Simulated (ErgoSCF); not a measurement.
**HF/aug-cc-pVDZ run of P2H4 (diphosphine)**

Aim: the energy change on altering one bond length of P2H4 (diphosphine) at HF/aug-cc-pVDZ, from 2 runs. 

The calculation is run with ErgoSCF 3.8.

10 further runs of the same task are left out: 10 set aside as unsound or not needed.

**1. The structure to begin with**

P2H4 has 6 atoms, charge 0, and is taken as a singlet. SMILES: `PP`. The shape is that of a PBE0-D4/def2-TZVP optimisation. This is one conformer, not always the lowest.

Bond lengths: P1–P2 2.227 Å, P1–H3 1.422 Å, P1–H4 1.422 Å, P2–H5 1.422 Å, P2–H6 1.422 Å. Angles: P1–P2–H5 93.6°, P1–P2–H6 93.6°, P2–P1–H3 93.6°, P2–P1–H4 93.6°, H5–P2–H6 92.0°, H3–P1–H4 92.0°.

**2. The energy at HF/aug-cc-pVDZ**

The input, run.inp:

```
set_nthreads(1)
basis = "aug-cc-pVDZ"
scf.use_diagonalization = 1
scf.output_mulliken_pop = 1
scf.max_number_of_iterations = 120
tmpdir = "."
molecule_inline Angstrom
P        0.365100      -1.048800      -0.082300
P       -0.365200       1.049100       0.078100
H       -0.497000      -1.521600       0.945000
H       -0.572100      -1.392900      -1.094900
H        0.502800       1.524600      -0.942900
H        0.566400       1.389600       1.097000
EOF
run "HF"
```

The basis set aug-cc-pVDZ is read from a file made from the Basis Set Exchange's data (not shown).

Launch:

```console
$ ergo < run.inp
```

Output:

```text
[...]
INSC SCF_general constructor, number of basis functions: 90
[...]
INSC Energy   1 =       -227.83247491714
[...]
INDE E_LUMO =          0.03550321492
[...]
INSC Energy  14 =       -683.79660406096  ( diff     -0.000000000002160 )
[...]
RESC CONVERGED after  14 iterations.
RESC FINAL ENERGY:       -683.79660406096
[...]
INSC SCF: dipole_moment_x [atomic units] =       0.00007715
INSC SCF: dipole_moment_y [atomic units] =      -0.00005101
INSC SCF: dipole_moment_z [atomic units] =       0.00130839
[...]
```

It took 60 s on 1 thread of Arm Neoverse V2, shared host; peak memory 0.26 GiB.

**3. The distorted shape, same level**

The input, ergo.in:

```
set_nthreads("env")
molecule_inline
P  0.95558537 -1.88441033 0.13149281
P  -0.42448162 2.08004611 0.43460488
H  -0.67354752 -2.77787284 2.07280846
H  -1.08111232 -2.63219952 -2.06906113
H  1.21580066 2.97861088 -1.49480549
H  1.33598724 2.72349786 2.36004683
EOF
spin_polarization = 0
basis = "aug-cc-pVDZ"
scf.output_mulliken_pop = 1
tmpdir = "."
scf.use_diagonalization = 1
scf.max_number_of_iterations = 120
run "HF"
```

The basis set aug-cc-pVDZ is read from a file made from the Basis Set Exchange's data (not shown).

Launch:

```console
$ ergo ergo.in
```

Output:

```text
[...]
INSC SCF_general constructor, number of basis functions: 90
[...]
INSC Energy   1 =       -226.99057011521
[...]
INDE E_LUMO =          0.03453473518
[...]
INSC Energy  15 =       -683.78272813751  ( diff     -0.000000000004093 )
[...]
RESC CONVERGED after  15 iterations.
RESC FINAL ENERGY:       -683.78272813751
[...]
INSC SCF: dipole_moment_x [atomic units] =       0.05861888
INSC SCF: dipole_moment_y [atomic units] =       0.05021625
INSC SCF: dipole_moment_z [atomic units] =       0.09146743
[...]
```

Run time: 65 s. Hardware: 1 thread of Arm Neoverse V2, shared host; peak memory 0.26 GiB.

**4. What came out**

At HF/aug-cc-pVDZ:

```
                                                         quantity          value
                                        first shape: total energy  -683.79660 Eh
                                       first shape: dipole moment         0.00 D
                                    distorted shape: total energy  -683.78273 Eh
                                   distorted shape: dipole moment         0.30 D
energy change with the P1–H4 bond stretched from 1.422 to 1.635 Å       0.378 eV
```

What this shows: With the P1–H4 bond stretched from 1.422 to 1.635 Å the energy rises by 0.38 eV (36.4 kJ/mol). The first shape isn't relaxed at this level, so the change isn't measured from a minimum.
